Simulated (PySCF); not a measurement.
# One shape, several levels: H3O+ (oxonium)

Aim: a comparison of 6 runs (B3LYP/6-31G*, B3LYP/aug-cc-pVTZ, BLYP/aug-cc-pVTZ, TPSS/aug-cc-pVTZ, revPBE/aug-cc-pVTZ, wB97X/aug-cc-pVTZ) of H3O+ (oxonium). 

The calculation is run with PySCF 2.14.0.

3 further runs of the same task are left out: 3 set aside as unsound or not needed.

## (1) The structure to begin with

H3O+ has 4 atoms, charge +1, and is taken as a singlet. SMILES: `[OH3+]`. Geometry: relaxed at PBE0-D4/def2-TZVP.

Bond lengths: O1–H2 0.978 Å, O1–H3 0.978 Å, O1–H4 0.978 Å. Angles: H2–O1–H3 113.0°, H2–O1–H4 113.0°, H3–O1–H4 113.0°.

## (2) A single-point energy at B3LYP/6-31G(d) (spherical functions) (run 1)

calc.py

```python
# [OH3+]
from pyscf import gto, dft

molecule = gto.M(
    atom='''
O      0.343873    -0.107147    -0.099702
H      0.413963     1.735600     0.028610
H     -0.772690    -0.695967    -1.450138
H      0.014853    -0.932485     1.521267
''',
    charge=1,
    basis='6-31g*',
    max_memory=1860,
    verbose=3,
    unit='bohr',
)

mf = dft.RKS(molecule)
mf.xc = 'b3lyp'
mf.conv_tol = 1e-10
mf.grids.level = 5
mf.kernel()
if not mf.converged:
    mf = mf.newton().run(mf.mo_coeff, mf.mo_occ)

energy = mf.e_tot
print(f'total energy: {energy:.8f} hartree')
```

On the command line:

```
$ OMP_NUM_THREADS=1 python calc.py
```

Standard output:

```text
converged SCF energy = -76.6870517321411
total energy: -76.68705173 hartree
```

It took 1.4 s on 1 thread of Arm Neoverse V2, shared host; peak memory 0.18 GiB.

## (3) A single-point energy at B3LYP/aug-cc-pVTZ (run 2)

run.py

```python
from pyscf import gto, dft

system = gto.M(
    atom='''
O        0.181970      -0.056700      -0.052760
H        0.219060       0.918440       0.015140
H       -0.408890      -0.368290      -0.767380
H        0.007860      -0.493450       0.805020
''',
    basis='aug-cc-pvtz',
    charge=1,
    verbose=3,
    max_memory=1860,
)

myscf = dft.RKS(system, xc='b3lyp')
myscf.conv_tol = 1e-10
myscf.grids.level = 5
myscf.kernel()
if not myscf.converged:
    myscf = myscf.newton().run(myscf.mo_coeff, myscf.mo_occ)

e_tot = myscf.e_tot
print('E = %.10f Eh' % e_tot)
```

On the command line:

```
$ OMP_NUM_THREADS=1 python run.py
```

Standard output:

```text
converged SCF energy = -76.738506308086
E = -76.7385063081 Eh
```

Run time: 6.6 s. Hardware: 1 thread of Arm Neoverse V2, shared host; peak memory 0.58 GiB.

## (4) A single-point energy at BLYP/aug-cc-pVTZ (run 3)

input.xyz

```xyz
4
H3O
O      0.181970    -0.056700    -0.052760
H      0.219060     0.918440     0.015140
H     -0.408890    -0.368290    -0.767380
H      0.007860    -0.493450     0.805020
```

run.py

```python
from pyscf import gto, dft

mol = gto.M(
    atom='input.xyz',
    verbose=3,
    basis='aug-cc-pvtz',
    max_memory=1860,
    charge=1,
)

mf = dft.RKS(mol)
mf.xc = 'blyp'
mf.grids.level = 5
mf.conv_tol = 1e-10
mf.kernel()
if not mf.converged:
    mf = mf.newton().run(mf.mo_coeff, mf.mo_occ)

etot = mf.e_tot
print('E(%s) = %.9f' % ('BLYP', etot))
```

On the command line:

```
$ OMP_NUM_THREADS=1 python run.py
```

Standard output:

```text
converged SCF energy = -76.7184406723652
E(BLYP) = -76.718440672
```

It took 6.3 s on 1 thread of Arm Neoverse V2, shared host; peak memory 0.58 GiB.

Runs 4 to 5 aren't shown in full; the table further down has their settings and results.

## (5) A single-point energy at wB97X/aug-cc-pVTZ (run 6)

run.py

```python
# [OH3+]
from pyscf import gto, dft

molecule = gto.M(
    atom='O 0.181970 -0.056700 -0.052760; H 0.219060 0.918440 0.015140; H -0.408890 -0.368290 -0.767380; H 0.007860 -0.493450 0.805020',
    max_memory=1860,
    charge=1,
    spin=0,
    verbose=4,
    basis='aug-cc-pvtz',
)

calc0 = dft.RKS(molecule)
calc0.xc = 'wb97x'
calc0.grids.level = 5
calc0.conv_tol = 1e-10
calc0.kernel()
if not calc0.converged:
    calc0 = calc0.newton().run(calc0.mo_coeff, calc0.mo_occ)

energy = calc0.e_tot
print('Final energy', energy)
```

On the command line:

```
$ OMP_NUM_THREADS=1 python run.py
```

Standard output:

```text
PySCF version 2.14.0

[... 67 lines left out ...]
converged SCF energy = -76.7165449844719
Final energy -76.71654498447185
```

It took 11 s on 1 thread of Arm Neoverse V2, shared host; peak memory 0.58 GiB.

## (6) The series

| run | level | energy (Eh) | HOMO energy (eV) | LUMO energy (eV) | HOMO–LUMO gap (eV) | wall time |
| --- | --- | --- | --- | --- | --- | --- |
| 1 | B3LYP/6-31G* (spherical functions) | -76.687052 | -20.20 | -7.19 | 13.00 | 1.4 s |
| 2 | B3LYP/aug-cc-pVTZ | -76.738506 | -20.37 | -7.69 | 12.67 | 6.6 s |
| 3 | BLYP/aug-cc-pVTZ | -76.718441 | -18.58 | -8.36 | 10.22 | 6.3 s |
| 4 | TPSS/aug-cc-pVTZ | -76.741793 | -18.76 | -7.93 | 10.83 | 16 s |
| 5 | revPBE/aug-cc-pVTZ | -76.714021 | -18.62 | -8.20 | 10.42 | 6.3 s |
| 6 | wB97X/aug-cc-pVTZ | -76.716545 | -23.28 | -4.97 | 18.31 | 11 s |

## (7) Summary of results

| quantity | value |
| --- | --- |
| run 6: total energy | -76.71654 Eh |
| run 6: HOMO energy | -23.28 eV |
| run 6: LUMO energy | -4.97 eV |
| run 6: HOMO–LUMO gap | 18.31 eV |

In words: The HOMO–LUMO gap runs from 10.22 eV (BLYP/aug-cc-pVTZ) to 18.31 eV (wB97X/aug-cc-pVTZ). Totals of different functionals can't be ranked against each other. All runs together took 48 s, the longest 16 s.
